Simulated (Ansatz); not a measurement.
Relaxed structures of Si2NH5, closed shell (PBE0-D4/def2-TZVP; forces vanish, vibrations not checked; lower isomers may exist, and structures with a doubtful reference or unclear bonds are left out; Å). Computed with Ansatz 0.2.0 (basis: def2-TZVPP); correlated methods freeze the cores.

**Question.** Rank them by CCSD(T) energy, lowest first, and give each one's height above the lowest. Links in brackets join atoms within 1.22 times the sum of their covalent radii (1.1 for two metals). (An estimate is asked for; the value comes from the calculation.)
A.
Si₂NH₅ ([NH][SiH][SiH3])
```
8
angstrom
N -1.4734 0.8916 -1.5302
Si -0.0905 0.8336 -0.7240
Si 0.6008 -0.7102 0.9051
H -2.1839 0.1913 -1.3521
H 0.8955 1.8961 -1.0450
H 0.9006 0.0018 2.1763
H 1.8340 -1.4035 0.4454
H -0.4830 -1.7008 1.1245
```
B.
Si₂NH₅ ([NH3][SiH][SiH])
```
8
angstrom
N 0.4580 -0.4996 0.6555
Si 0.0813 0.8881 -0.6754
Si -1.8534 0.7769 -1.6431
H -1.9553 -0.4515 -0.7027
H 1.3845 1.6066 -0.5458
H 0.6015 -0.1380 1.5947
H 1.2462 -1.0946 0.4147
H -0.3907 -1.0646 0.6498
```
C.
a complex of SiNH ([NH][Si]) + SiH₄
```
8
angstrom
N -1.0777 0.4250 -1.5104
Si -0.5108 1.8631 -1.4652
Si 0.6450 -0.6332 1.3884
H -1.4500 -0.5020 -1.5497
H 1.0104 0.7992 1.2388
H 1.3208 -1.1759 2.5969
H 1.0960 -1.3919 0.1965
H -0.8235 -0.7605 1.5533
```
D.
Si₂NH₅ ([NH2][SiH][SiH2])
```
8
angstrom
N -1.5901 0.8931 -1.3037
Si -0.2379 0.8824 -0.2882
Si 0.6515 -0.8697 0.7537
H -2.3251 0.2085 -1.2413
H 0.5665 2.0611 -0.7162
H 1.2768 -0.1520 1.9157
H -1.7315 1.5588 -2.0447
H -0.5505 -1.5753 1.3141
```

**Answer.** The calculation gives: D (0.000 eV), C (0.126 eV), A (0.215 eV), B (1.188 eV). Heights count from the lowest.

The T1 diagnostic stays at or below 0.019. The restricted Hartree–Fock reference is unstable towards an unrestricted one at one or more of these structures.

For scale, one of the runs: CCSD(T)/def2-TZVPP, 185 basis functions, launched by `ansatz run in.yaml --threads 2 --pin off --events-out ev --progress --plain --max-ram 4352MiB`. Time: 29 s of wall clock on 2 CPU threads of an Arm Neoverse V2; the host was shared. Peak host memory: 1.7 GiB.
